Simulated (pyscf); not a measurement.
Optimised with ωB97X-D3(BJ)/def2-SVP in PySCF. Correlated levels are frozen-core, on RHF or UHF. ΔMP2 is the change of the MP2 total energy from the triple- to the quadruple-zeta basis.

Question: `[SH][SiH2][Cl]` → `[SiH2]=[S]` + `[ClH]`
Surface: singlet. Broken: H–S, Cl–Si. Formed: Cl–H. Give ΔE‡ and ΔE from CCSD(T)/def2-TZVPP + ΔMP2(QZVPP), relative to the reactant's lowest minimum found.

Answer: ΔE‡ = 2.16 eV, ΔE = +2.17 eV. Zero-point energy shifts the barrier by -0.10 eV. It is an elimination, with an imaginary mode of 460i cm⁻¹. On the product side the descent ends in a complex, 0.30 eV under the separated species and 0.12 eV under the saddle at ωB97X-D3(BJ)/def2-TZVP. At CCSD(T) the saddle lies under the separated products, which points to a path from their complex (located at ωB97X-D3(BJ) alone), and parting the products costs more than the saddle. This is the saddle that the search found; another between the same sides may lie lower. The CCSD(T) − MP2 part came from Ansatz, without density fitting, on the same reference.
